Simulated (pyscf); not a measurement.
Optimised with ωB97X-D3(BJ)/def2-SVP in PySCF. MP2 and CC: frozen core, UHF for open shells. ΔMP2 is the change of the MP2 total energy from the triple- to the quadruple-zeta basis.

**Question.** Estimate the classical barrier height and the reaction energy of F–Ga (SMILES [F][Ga]) [singlet] + HF (SMILES F) -> F–GaH–F (SMILES [F][GaH][F]) at CCSD(T)/def2-TZVPP + ΔMP2(QZVPP). The step runs on the singlet surface, breaks F–H and forms F–Ga, Ga–H; take the separated reactants as zero.

**Answer.** ΔE‡ = 1.71 eV, ΔE = -0.69 eV. Zero-point energy shifts the barrier by -0.07 eV. It is an insertion, with an imaginary mode of 1368i cm⁻¹. One saddle was located; it need not be the lowest between these sides. The CCSD(T) − MP2 part came from Ansatz, without density fitting, on the same reference. The frozen core leaves the outer d or s,p core shells of the metals and heavy elements correlated in the MP2 and CC values, and def2-TZVPP describes them poorly, which can shift differences by a few kcal/mol. Elements up to Kr have no core potential and no relativistic terms here.
